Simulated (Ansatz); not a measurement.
Reaction: H6Si2O (silyloxysilane, SMILES [SiH3]O[SiH3]) → SiH3 (SMILES [SiH3], doublet) + H3SiO (SMILES [O][SiH3], doublet) (the O-Si bond breaks)
Each species at its own B3LYP-D3(BJ)/def2-TZVP minimum (Ansatz, a quantum-chemistry and plane-wave program).

Total energies in hartree (Ansatz). UHF or UKS for unpaired electrons; spin-orbit terms are left out. Correlated methods leave the cores frozen. No relativity.

| species | HF/cc-pV(T+d)Z | CCSD(T)/cc-pV(T+d)Z | HF/cc-pV(Q+d)Z | CCSD(T)/cc-pV(Q+d)Z | CCSD(T)/cc-pV(D+d)Z | CCSDT(Q)/cc-pV(D+d)Z |
|---|---|---|---|---|---|---|
| 1: H6Si2O (silyloxysilane, SMILES [SiH3]O[SiH3]) | -656.37361 | -656.92374 | -656.38864 | -656.97366 | -656.75402 | -656.75575 |
| 2: SiH3 (SMILES [SiH3], doublet) | -290.64257 | -290.78856 | -290.64619 | -290.79897 | -290.75358 | -290.75426 |
| 3: H3SiO (SMILES [O][SiH3], doublet) | -365.56711 | -365.92715 | -365.57757 | -365.96269 | -365.80851 | -365.80990 |

Problem. Work out the bond dissociation energy (electronic) in kcal/mol: take Hartree-Fock from cc-pV(Q+d)Z, extrapolate the CCSD(T) correlation energy as X^-3 (X = 3, 4), and add CCSDT(Q) - CCSD(T) in cc-pV(D+d)Z. 1 hartree = 627.51 kcal/mol.

Solution. 
Species 1: correlation (64·(-0.58502) - 27·(-0.55013))/37 = -0.61048; step -0.00173; E1 = -656.38864 + (-0.61048) + (-0.00173) = -657.00085
Species 2: correlation (64·(-0.15278) - 27·(-0.14599))/37 = -0.15773; step -0.00068; E2 = -290.64619 + (-0.15773) + (-0.00068) = -290.80460
Species 3: correlation (64·(-0.38512) - 27·(-0.36004))/37 = -0.40342; step -0.00139; E3 = -365.57757 + (-0.40342) + (-0.00139) = -365.98238
-1·E1 +1·E2 +1·E3 = 0.21387 hartree = 134.2 kcal/mol.
